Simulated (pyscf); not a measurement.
Optimised with ωB97X-D3(BJ)/def2-SVP in PySCF.

Task: For the elementary gas-phase step O=Cr(=O)(OH)–Cl + water (H₂O) → O=Cr(=O)(OH)–OH + hydrogen chloride (HCl) (singlet surface; Cl–Cr, H–O broken, Cr–O, Cl–H formed), what barrier and reaction energy does ωB97M-D3(BJ)/def2-TZVP give, measured from the separated reactants?

Result: ΔE‡ = 86.1 kJ/mol, ΔE = +24.6 kJ/mol. Zero-point energy shifts the barrier by -4.6 kJ/mol. It is a four-centre exchange, with an imaginary mode of 774i cm⁻¹. One saddle was located; it need not be the lowest between these sides.
